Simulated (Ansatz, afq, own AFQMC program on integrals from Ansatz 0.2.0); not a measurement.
## CH5, doublet: AFQMC among the cluster methods

```yaml
atoms:
  - { symbol: H, position_ang: [-2.1547, 0.0000, 0.0000] }
  - { symbol: H, position_ang: [-1.1767, 0.0000, 0.0000] }
  - { symbol: C, position_ang: [0.2233, 0.0000, 0.0000] }
  - { symbol: H, position_ang: [0.2233, -1.0800, 0.0000] }
  - { symbol: H, position_ang: [0.2233, 0.5400, 0.9353] }
  - { symbol: H, position_ang: [0.2233, 0.5400, -0.9353] }
```

Basis cc-pVTZ. Only valence electrons are correlated. Integrals, coupled cluster, full CI and functionals: Ansatz 0.2.0; the random walks run on the same integrals in our own AFQMC program. ph-AFQMC/CISD is guided by a CISD state made of CCSD amplitudes; releasing the constraint for a short imaginary time cuts its bias at the price of noise, slowly where states lie close. Error bars are statistical, one sigma.

Determinant: UHF, the one that the program's search chose, which needn't be the lowest solution. The geometry is a point of a scan.

No full CI on the walks' own integrals is used here; CCSDT(Q) serves as the reference and is uncertain by about the last step of the cluster series.

Cautions: unrestricted determinant slightly spin contaminated (⟨S²⟩ 0.80 against 0.75).

```
T1 diagnostic                               : 0.0182
weight of the determinant in the CISD state : 0.906
⟨S²⟩ of the determinant                     : 0.804
size of the correlated space                : 9 electrons in 99 orbitals
```

```
  level  correlation energy (eV)
    MP2                  -5.5788
   CCSD                  -6.3453
CCSD(T)                  -6.5383
```

Problem. Estimate where phaseless AFQMC with a CISD trial lies against CCSD(T) on the same integrals.

Solution. 14.8 ± 4.8 meV below CCSD(T).

Reference: CCSDT(Q), correlation energy -6.563 eV. The released energy is read at 2.40 1/Eh (meV from the phaseless value at times in 1/Eh: -5 ± 4 at 0.24, -12 ± 4 at 0.51, -1 ± 4 at 0.99, -8 ± 6 at 1.62, -14 ± 6 at 2.40).

| level | E − E(reference) (meV) | share of correlation (%) |
| --- | --- | --- |
| CCSD(T) | 24.7 | 99.62 |
| CCSDT | 6.0 | 99.91 |
| ph-AFQMC/CISD | 9.9 ± 4.8 | 99.85 |
| released AFQMC | -3.9 ± 5.8 | 100.06 |

A walk keeps the symmetry of its determinant, which the program's search chose and which needn't be the lowest solution, so a lower state of the same spin and another symmetry isn't excluded. Released energies are given only where the last usable release times agree within the noise; a slower fall can still hide under it.
